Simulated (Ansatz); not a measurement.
System: hydrogen chloride, HCl (charge 0, singlet). 
Geometry from a B3LYP-D3(BJ)/def2-TZVP (Ansatz, a quantum-chemistry and plane-wave program) optimisation:
SMILES: Cl
```xyz
2

Cl     0.0000     0.0000    -0.0712
H      0.0000     0.0000     1.2108
```
Charge 0, spin multiplicity 1.

Task: Give the harmonic wavenumbers at B3LYP-D3(BJ)/def2-TZVP (Ansatz, finite differences of forces, unscaled).

Result: 2941 cm⁻¹. Zero-point energy 4.2 kcal/mol.

Task: From these and the geometry, give the ideal-gas thermochemistry at 298.15 K and 1 atm (rigid rotor, harmonic oscillator).

Result: Point group C∞v, rotational symmetry number 1. Rotational constants 313.7, 313.7 GHz. S(trans) 36.71, S(rot) 7.92, S(vib) 0.00, S(elec, spin only) 0.00, S 44.6 cal/(mol K). H(298) - H(0) 2.07 kcal/mol; G - E(el) -7.0 kcal/mol. Tabulated S at 1 bar: 44.7 cal/(mol K) (CRC Handbook, as tabulated in the package chemicals).
